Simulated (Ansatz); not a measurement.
```yaml
crystal:
  periodic: [false, false, false]
  atoms:
    - {symbol: Br, position_ang: [0.000000, 0.000000, 0.000000]}
    - {symbol: H, position_ang: [0.000000, 0.000000, 1.510000]}
basis:
  gaussian: {orbitals: def2-TZVP}
hamiltonian: {xc: pbe0}
relax: {f_tol: 0.004, max_steps: 80}
```

```sh
$ ansatz run in.yaml --threads 1 --pin off --events-out ev --progress --plain --max-ram 2176MiB
```

Steps of the relaxation (energy above the last step; positions in Å, forces in eV/Å):

```
2
step 1, 90.0 meV
Br    0.000    0.000    0.000    0.000    0.000    1.869
H     0.000    0.000    1.510    0.000    0.000   -1.869
```

```
2
step 2, 0.3 meV
Br    0.000    0.000    0.042    0.000    0.000    0.118
H     0.000    0.000    1.468    0.000    0.000   -0.118
```

```
2
step 3, 0.0 meV
Br    0.000    0.000    0.045    0.000    0.000   -0.007
H     0.000    0.000    1.465    0.000    0.000    0.007
```

```
2
step 4, 0.0 meV
Br    0.000    0.000    0.045    0.000    0.000    0.000
H     0.000    0.000    1.465    0.000    0.000    0.000
```

Close pairs at the end: Br1–H2 1.421 Å.

A stationary point of restricted PBE0 after 4 steps (its stability towards spin polarisation wasn't tested). 3.1 s on 1 thread of Arm Neoverse V2, shared host.
